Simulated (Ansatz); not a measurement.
**[OH···H···Br], doublet: the ladder up to UCCSDT(Q)**

Geometry: a point of a hydrogen-transfer path between rigid fragments, not a stationary point.

```yaml
atoms:
  - { symbol: O, position_ang: [-0.9047, -0.2316, 0.0000] }
  - { symbol: H, position_ang: [-1.1540, 0.6949, 0.0000] }
  - { symbol: H, position_ang: [0.1483, -0.2316, 0.0000] }
  - { symbol: Br, position_ang: [1.9103, -0.2316, 0.0000] }
```

Basis cc-pVDZ; Ansatz 0.2.0. Correlated methods freeze the noble-gas cores and the filled d shells of p-block atoms, which leaves 15 electrons in 36 orbitals. R marks a restricted (for open shells ROHF) determinant, U an unrestricted one. Active spaces: valence = (15e, 10o) chosen from the atoms' valence shells. No spin–orbit coupling is included, and no scalar relativity.

Full CI isn't at hand for all of this; UCCSDT(Q) serves as the reference, and is uncertain by about the last step of the cluster series. The frozen core follows each run's orbitals, which can shift R against U totals by a few meV for light atoms and by up to 0.1 eV past Ca.

- UHF ⟨S²⟩: 0.773
- T1 diagnostic (RCCSD): 0.0239
- largest doubles amplitude (RCCSD): 0.047
- T1 diagnostic (UCCSD): 0.0147

Q: From what is known of these methods and the diagnostics, rank them by the size of their error in total energy against UCCSDT(Q) in cc-pVDZ, smallest first (an estimate: the text doesn't fix the numbers).
A. UCCSD
B. UMP2
C. UCCSDT
D. UCCSD(T)
E. UHF

A: C (0.48 kcal/mol), D (0.76 kcal/mol), A (4.28 kcal/mol), B (18.92 kcal/mol), E (211.58 kcal/mol).

All errors are against UCCSDT(Q) in cc-pVDZ. Within each family the higher level lies nearer, as is usual though not guaranteed.

Natural occupations of CASSCF (valence space) about the gap: 1.999 1.998 1.977 1.968 1.003 0.032 0.024; effectively unpaired electrons, Σ n²(2−n)², 1.01.
